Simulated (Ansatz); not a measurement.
**Relative stability**

Two isomers of CH4FSi (charge +1), closed shell, relaxed at PBE0-D4/def2-TZVP (vibrations not checked).

A:

C1  (-0.704, 0.401, -0.253)
Si2  (0.800, -0.428, 0.281)
F3  (0.772, -1.938, 0.606)
H4  (-1.553, -0.284, -0.304)
H5  (-0.526, 0.859, -1.235)
H6  (-0.921, 1.223, 0.444)
H7  (2.132, 0.167, 0.461)
(Å)

B:

```
atom    x (Å)    y (Å)    z (Å)
  F1  -1.8077   0.2150   0.0018
  C2  -0.6292  -0.2275  -0.5006
 Si3   0.7916   0.2614   0.5886
  H4  -0.6305  -1.3260  -0.6086
  H5  -0.4531   0.1740  -1.5135
  H6   0.5667   1.0333   1.8243
  H7   2.1622  -0.1302   0.2080
```

Computed with Ansatz 0.2.0 (basis: def2-TZVPP); correlated methods freeze the cores. B3LYP uses VWN-RPA correlation.

(1) Which structure is lower at CCSD(T), and by how much? (An estimate is asked for; the value comes from the calculation.)

T1 diagnostic: at most 0.013.

Results:

(1) Computed: A, by 69.28 kcal/mol (electronic energy, against the other). By their contacts, A is CH₄FSi ([CH3][SiH][F]), total charge +1 and B is CH₄FSi ([F][CH2][SiH2]), total charge +1.

All methods give the same order:

```tsv
method	E(B) − E(A) (kcal/mol)
PBE-D4	65.78
r2SCAN-D4	69.80
PBE0-D4	67.11
B3LYP-D4	67.19
wB97M-V	68.78
HF	67.20
MP2	72.43
CCSD	69.07
CCSD(T)	69.28
```

Labels in which every atom is bracketed show which atoms are joined, not bond orders.
